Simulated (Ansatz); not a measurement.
**SiN+ (singlet): wave-function methods side by side at distance Si1–N2 = 1.271 Å, 6-31G**

Aim: climb from Hartree-Fock through coupled cluster and multireference methods for SiN+ (singlet) at one geometry and basis, and see what each rung misses.

Program: Ansatz 0.2.0, Gaussian basis. Level of theory: 6-31G, core rule «outside noble gas», up to 6 orbitals frozen. These are calculated values, not measurements.

The runs, in order: UHF; CCSD(T) on RHF; CCSD(T) on UHF; BCCD(T) on RHF; CISD; CCSDT(Q) on RHF; CCSDT(Q) on UHF; CISDTQ; CCSDTQ on RHF; CCSDTQ on UHF; CASSCF and MRCISD+Q, 2 electrons in 2 orbitals; CASSCF and NEVPT2, 2 electrons in 2 orbitals; CASSCF and MRCISD+Q, 8 electrons in 8 orbitals; CASSCF and NEVPT2, 8 electrons in 8 orbitals; Full CI.

23 further runs of the same task are left out: 3 for a known fault of the program, 16 that didn't finish, 4 set aside as unsound or not needed.

## Step 1: The system

The geometry derives from a PBE0/def2-TZVP stationary point (not a proven minimum). One bond is set to the value named and the two fragments are kept rigid.

2 atoms, charge 1, spin multiplicity 1.

Atoms are counted from 1 here; the program's logs count them from 0.

Bond lengths: Si1–N2 1.271 Å.

## Step 2: UHF

Input file in.yaml:

```yaml
crystal:
  periodic: [false, false, false]
  atoms:
    - {symbol: Si, position_ang: [0.000000, 0.000000, 0.000000]}
    - {symbol: N, position_ang: [0.000000, 0.000000, 1.271000]}
basis:
  gaussian: {orbitals: 6-31G}
total_charge: 1
magnetization: {spin_polarized: true, initial_magnetization: 0}
hamiltonian: {xc: hf}
output: {orbitals: {seedname: orbitals}}
```

On the command line:

```
ansatz run in.yaml --threads 1 --pin off --events-out ev --progress --plain --max-ram 2393MiB
```

After this run come: CCSD(T) on RHF; CCSD(T) on UHF; BCCD(T) on RHF; CISD; CCSDT(Q) on RHF; CCSDT(Q) on UHF; CISDTQ; CCSDTQ on RHF; CCSDTQ on UHF; CASSCF and MRCISD+Q, 2 electrons in 2 orbitals; CASSCF and NEVPT2, 2 electrons in 2 orbitals; CASSCF and MRCISD+Q, 8 electrons in 8 orbitals; CASSCF and NEVPT2, 8 electrons in 8 orbitals; Full CI.

Q: Predict the results of all the runs planned. Wanted: FCI below the RHF energy; RMP2 from FCI; UMP2 from FCI; RCCSD from FCI; RCCSD(T) from FCI; UCCSD(T) from FCI; RCCSDT(Q) from FCI; UCCSDT(Q) from FCI; NEVPT2 pair from FCI.

As calculated:

| quantity | value |
| --- | --- |
| FCI below the RHF energy | -6.3554 eV |
| RMP2 from FCI | +1414.3 meV |
| UMP2 from FCI | +1321.7 meV |
| RCCSD from FCI | +414.0 meV |
| RCCSD(T) from FCI | -82.5 meV |
| UCCSD(T) from FCI | +285.7 meV |
| RCCSDT(Q) from FCI | -34.7 meV |
| UCCSDT(Q) from FCI | -12.9 meV |
| NEVPT2 pair from FCI | +568.1 meV |
| MRCISD+Q pair from FCI | +53.1 meV |
| NEVPT2 valence from FCI | +227.8 meV |
| levels within 1 kcal/mol (43 meV) | BCCD(T), RCCSDT(Q), UCCSDT(Q), RCCSDTQ, UCCSDTQ, MRCISD valence, MRCISD+Q valence |
| T1 diagnostic | 0.102 |
| effectively unpaired electrons | 0.75 |

**Reading.** RCCSD(T) misses by -82.5 meV, 1.3 % of the correlation energy. CCSD(T) misses by -82.5 meV on the restricted determinant and by +285.7 meV on the unrestricted one; the two need not hold the same state or core. RCCSD(T), RCCSDT(Q), UCCSDT(Q) fall below full CI: unrestricted runs freeze a spin-polarised core, another one than full CI's, and coupled cluster isn't variational. The occupations show some static correlation. Of the multireference levels listed MRCISD+Q valence comes nearest in total energy (+19.4 meV), which doesn't show that its space is the better one. These misses are within one basis, not against nature.
